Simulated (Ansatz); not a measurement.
Ansatz (a quantum-chemistry and plane-wave program) input:

Ansatz 0.2 input:
```yaml
crystal:
  periodic: [false, false, false]
  atoms:
    - {symbol: N, position_ang: [0.01213582, 0.03594258, 1.43484202]}
    - {symbol: C, position_ang: [-0.01076327, 0.04402648, -1.35230364]}
    - {symbol: C, position_ang: [0.01775233, 1.27745360, 0.81209974]}
    - {symbol: C, position_ang: [-0.00350109, -1.09449745, 0.72498945]}
    - {symbol: C, position_ang: [-0.01557349, -1.16690233, -0.66385173]}
    - {symbol: C, position_ang: [0.00549068, 1.21962009, -0.61501389]}
    - {symbol: H, position_ang: [-0.01964327, 0.05668285, -2.44312951]}
    - {symbol: H, position_ang: [-0.00681822, -2.02556725, 1.30061357]}
    - {symbol: H, position_ang: [-0.02808054, -2.12467032, -1.17531637]}
    - {symbol: H, position_ang: [0.00916037, 2.16375436, -1.16158136]}
basis:
  gaussian:
    orbitals: cc-pVDZ
total_charge: -1
magnetization: {spin_polarized: false}
correlation: {method: ccsd_t, electrons: outside_noble_gas}
```

Q: Predict the final energy.

A: -246.92216 Eh (CCSD(T)/cc-pVDZ). The basis has 104 functions. The run takes around 21 core-seconds (rough).

It need not be the lowest isomer of its formula. Whether it binds its extra electron was not tested at this geometry.
